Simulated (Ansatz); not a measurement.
## K2Cd3Te4 (Pnma, No. 62; cell taken from a computed entry)

Level of theory: r²SCAN (PAW; Ansatz, a first-principles code).

Settings: plane-wave cutoff 560 eV, 4×4×6 k mesh (along the axes of the cell as run), Fermi–Dirac smearing 0.01 eV, scalar-relativistic PAW data made under PBE.

Cell (relaxed with PBEsol):

```yaml
crystal:
  lattice:
    - [14.99402, 0.00000, 0.00000]
    - [0.00000, 11.34177, 0.00000]
    - [0.00000, 0.00000, 7.27551]
  atoms:
    - { symbol: K, position: [0.46341, 0.25000, 0.97516] }
    - { symbol: K, position: [0.53659, 0.75000, 0.02484] }
    - { symbol: K, position: [0.03659, 0.75000, 0.47516] }
    - { symbol: K, position: [0.96341, 0.25000, 0.52484] }
    - { symbol: K, position: [0.00000, 0.00000, 0.00000] }
    - { symbol: K, position: [0.50000, 0.00000, 0.50000] }
    - { symbol: K, position: [0.50000, 0.50000, 0.50000] }
    - { symbol: K, position: [0.00000, 0.50000, 0.00000] }
    - { symbol: Cd, position: [0.74265, 0.59801, 0.33739] }
    - { symbol: Cd, position: [0.25735, 0.40199, 0.66261] }
    - { symbol: Cd, position: [0.75735, 0.40199, 0.83739] }
    - { symbol: Cd, position: [0.24265, 0.59801, 0.16261] }
    - { symbol: Cd, position: [0.24265, 0.90199, 0.16261] }
    - { symbol: Cd, position: [0.75735, 0.09801, 0.83739] }
    - { symbol: Cd, position: [0.25735, 0.09801, 0.66261] }
    - { symbol: Cd, position: [0.74265, 0.90199, 0.33739] }
    - { symbol: Cd, position: [0.29904, 0.75000, 0.73427] }
    - { symbol: Cd, position: [0.70096, 0.25000, 0.26573] }
    - { symbol: Cd, position: [0.20096, 0.25000, 0.23427] }
    - { symbol: Cd, position: [0.79904, 0.75000, 0.76573] }
    - { symbol: Te, position: [0.86597, 0.25000, 0.07445] }
    - { symbol: Te, position: [0.13403, 0.75000, 0.92555] }
    - { symbol: Te, position: [0.63403, 0.75000, 0.57445] }
    - { symbol: Te, position: [0.36597, 0.25000, 0.42555] }
    - { symbol: Te, position: [0.35592, 0.75000, 0.37084] }
    - { symbol: Te, position: [0.64408, 0.25000, 0.62916] }
    - { symbol: Te, position: [0.14408, 0.25000, 0.87084] }
    - { symbol: Te, position: [0.85592, 0.75000, 0.12916] }
    - { symbol: Te, position: [0.36787, 0.53282, 0.89167] }
    - { symbol: Te, position: [0.63213, 0.46718, 0.10833] }
    - { symbol: Te, position: [0.13213, 0.46718, 0.39167] }
    - { symbol: Te, position: [0.86787, 0.53282, 0.60833] }
    - { symbol: Te, position: [0.86787, 0.96718, 0.60833] }
    - { symbol: Te, position: [0.13213, 0.03282, 0.39167] }
    - { symbol: Te, position: [0.63213, 0.03282, 0.10833] }
    - { symbol: Te, position: [0.36787, 0.96718, 0.89167] }
```

```
Quantity   Result
--------  -------
band gap  2.07 eV
```

Note: cell and atoms aren't relaxed at this level (largest force component 0.17 eV/Å, pressure 1.2 GPa); this cell isn't known to be the ambient phase, and symmetry holds it in the calculation.

Spin–orbit coupling is not included; with these elements it can move the gap by several tenths of an eV or more.

Computed values are for the static lattice.
